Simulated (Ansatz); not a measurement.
Consider the substitution at a C–O bond: `C/C(F)=C(/O)F` + H–F → `CC(F)=C(F)F` + H₂O.

Gas-phase electronic energies from Ansatz, PBE0-D4/def2-TZVP geometries. CCSD(T)/CBS adds triple-zeta CCSD(T) − MP2 to the extrapolated MP2 energy (def2 sets, frozen cores). This one scheme is used for every species. DFT in def2-TZVPP. HSE06 is defined as in plane-wave codes. Each species was taken in one conformer, which may not be the lowest.

```csv
level,ΔE (kJ/mol)
r2SCAN0-D4,15.7
HSE06-D4,16.9
revPBE,12.0
BHLYP,13.7
MP2/def2-SVP,21.8
CCSD/def2-TZVPP,16.6
HF/def2-QZVPP,10.3
MP2/def2-QZVPP,21.6
```

(1) What does CCSD(T)/CBS give? (Estimate.)

(2) What do rigid-rotor, harmonic-oscillator terms from PBE0-D4/def2-TZVP frequencies (298.15 K, 1 bar) make of the CCSD(T)/CBS value? (An estimate is asked.)

Largest T1 diagnostic among the species: 0.012.

Results:

(1) Computed: +18.3 kJ/mol. The listed levels differ from it by -2.6, -1.4, -6.3, -4.6, 3.5, -1.7, -8.0, 3.3 kJ/mol.

(2) Ansatz gave: ΔZPE = +0.3 kJ/mol, ΔH = +18.5 kJ/mol, ΔS = 8 J/(mol·K), ΔG = +16.2 kJ/mol.

In def2-TZVPP, CCSD(T) changes the Hartree–Fock value by +6.4 kJ/mol (the triples alone add +0.9 kJ/mol) and MP2 by +10.4 kJ/mol. Leaving LDA and LC-ωPBE aside and taking each functional with its dispersion term where it has one, the values, not all of them listed here, spread over 7.6 kJ/mol, from B97M-V to PBE-QIDH. LDA lies +4.3 kJ/mol from PBE without D4.

CCSD(T)/CBS has its own doubt, a few kJ/mol and more with outer-core shells, so smaller differences from it don't rank the levels.
